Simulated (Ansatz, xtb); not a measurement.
## Isomers of H4NPSi+ in order of energy

11 gas-phase structures of H4NPSi+, found in a search over its isomers (lower ones may exist). Each was relaxed with GFN2-xTB; where two conformers were screened, the lower at r2SCAN-D4/def2-SVP is listed:

A. the doublet with the links of `[NH2+]=[SiH][PH]`
B. the doublet with the links of `[SiH3][NH+]=[P]`
C. the doublet with the links of `[NH2+]1[SiH2][P]1`
D. a doublet given by its coordinates
E. a doublet given by its coordinates
F. the doublet with the links of `[NH3+][SiH]=[P]`
G. the doublet with the links of `[SiH2]N=[PH2+]`
H. the doublet with the links of `[SiH3][N+]#[PH]`
I. the doublet with the links of `[H]/[Si]=[NH+]\P`
J. the doublet with the links of `[NH2+]=P[SiH2]`
K. the doublet with the links of `[H]/[Si]=N/[PH3+]`

E (Å):

```xyz
7

N     1.3983   -1.6563    0.8705
P    -0.3286   -0.3016   -1.6374
Si    0.3524   -2.0629   -0.3791
H     1.7996   -2.3249    1.5186
H     1.7211   -0.7157    1.0744
H    -0.0920   -0.8942   -2.8825
H    -1.6897   -0.6225   -1.6388
```

Close contacts (Å): N1–Si3 1.68, P2–Si3 2.27, N1–H4 1.01, N1–H5 1.02, P2–H6 1.40, P2–H7 1.40.

D (Å):

| atom | x (Å) | y (Å) | z (Å) |
| --- | --- | --- | --- |
| N | 0.4723 | -1.8019 | -0.0129 |
| P | 1.1886 | -3.0313 | -0.9805 |
| Si | 0.0525 | -0.1660 | -0.2364 |
| H | 0.2587 | -2.1732 | 0.9130 |
| H | 1.3364 | -2.2028 | -2.1123 |
| H | -0.5474 | 0.4748 | 0.9098 |
| H | 0.3630 | 0.3364 | -1.5581 |

Close contacts (Å): N1–P2 1.72, N1–Si3 1.70, N1–H4 1.02, P2–H5 1.41, Si3–H6 1.44, Si3–H7 1.45.

Problem. Estimate their order in r2SCAN-D4/def2-SVP energy at these geometries, lowest first.

Solution. Calculated order at r2SCAN-D4/def2-SVP: A (0.000), E (0.072), C (0.335), F (0.550), D (0.639), B (0.664), J (0.751), G (1.197), I (1.253), K (1.275), H (1.626) eV. Less than 1 kcal/mol parts D and B; I and K, so the order within those pairs means little.

Energies above the lowest of each column, in eV; the last columns are at BLYP-D3(BJ)/def2-SVP geometries and were run for some of them only (a dash: not run or not comparable):

```
structure  GFN2-xTB  HF/STO-3G  r2SCAN-D4/def2-SVP  BLYP-D3(BJ)/def2-SVP  CCSD(T)/def2-SVP + ΔMP2/def2-TZVPP
        A     0.057      0.613               0.000                 0.000                               0.000
        E     0.370      0.630               0.072                 0.084                               0.228
        C     0.682      0.154               0.335                 0.424                                   –
        F     0.763      1.190               0.550                 0.474                                   –
        D     0.000      0.936               0.639                 0.570                                   –
        B     0.304      0.000               0.664                     –                                   –
        J     0.258      1.969               0.751                     –                                   –
        G     0.044      2.277               1.197                     –                                   –
        I     0.859      1.641               1.253                     –                                   –
        K     0.644      3.620               1.275                     –                                   –
        H     0.765      1.226               1.626                     –                                   –
```

CCSD(T)/def2-SVP + ΔMP2/def2-TZVPP puts A lowest of those it was run on; GFN2-xTB picks D, HF/STO-3G picks B. Some further structures that were screened fall inside this span and aren't listed. Flexible structures stand in one conformer each, not always the lowest. Frequencies (BLYP-D3(BJ)/def2-SVP) were run for A, E alone. Open shells are spin-unrestricted, some with notable spin contamination. ΔMP2 is the change of the MP2 energy from the smaller to the larger basis.

Over these structures GFN2-xTB departs from r2SCAN-D4/def2-SVP by 0.405 eV on average once a common shift is removed. A GFN2-xTB relaxation took about 0.09 s and the r2SCAN-D4/def2-SVP energy about 1.6 s on a shared host (Ansatz 0.2.0, xtb 6.7.1).
